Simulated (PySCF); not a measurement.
Trifluoromethyl radical, CF3 (doublet state).
SMILES: `F[C](F)F`

Method used: PBE0-D3(BJ)/def2-SVP geometry optimisation, gas phase in PySCF.

Masses are those of the commonest isotopes; rigid-rotor values at the optimised geometry. 

Give the principal moments of inertia and the rotational constants in GHz.

Ia = 46.06, Ib = 46.13, Ic = 89.15 u·Å²; 505379 MHz·u·Å²/I gives 10972, 10955 and 5669 MHz, that is A = 10.972, B = 10.955, C = 5.6688 GHz.

What kind of rotor is it?

An oblate symmetric top, as the point group C3v requires two equal moments; the computed ones differ by 0.16 % because the geometry is symmetric only within the optimiser's tolerance; Ray's κ = 0.993.

What does the inertial defect say?

Not planar: Δ = Ic − Ia − Ib = -3.04 u·Å². For a rigid frame Δ = −2 Σ m c², so Σ m c² = 1.52 u·Å² lies off the ab plane. The atom farthest from that plane is 0.32 Å away.

Where do the R-branch lines fall?

The dipole of 0.23 D lies along the symmetry axis, so ΔK = 0 and J+1 ← J falls at 2B(J+1) for every K: 21.93 GHz, 43.85 GHz, 65.78 GHz, 87.71 GHz, 109.63 GHz for J = 0 to 4.

Estimate the classical rotational partition function at 50 K, 298.15 K and 500 K.

Point group C3v, symmetry number σ = 3; q = (√π/σ)·√((kT/h)³/(ABC)), k/h = 20836.6 MHz/K: 761 at 50 K, 11100 at 298.15 K, 24100 at 500 K.

For this open shell read J as N, the rotation without spin; fine and hyperfine splittings come on top. No frequency check. ⟨S²⟩ = 0.752 (exact for a doublet: 0.75). These are rigid-rotor constants of the computed structure; measured ground-state constants (B0) also hold zero-point vibration.

Time: 6.0 s of wall time. Hardware: one thread of an x86-64 server, on a shared host. That covers the optimisation of the geometry.
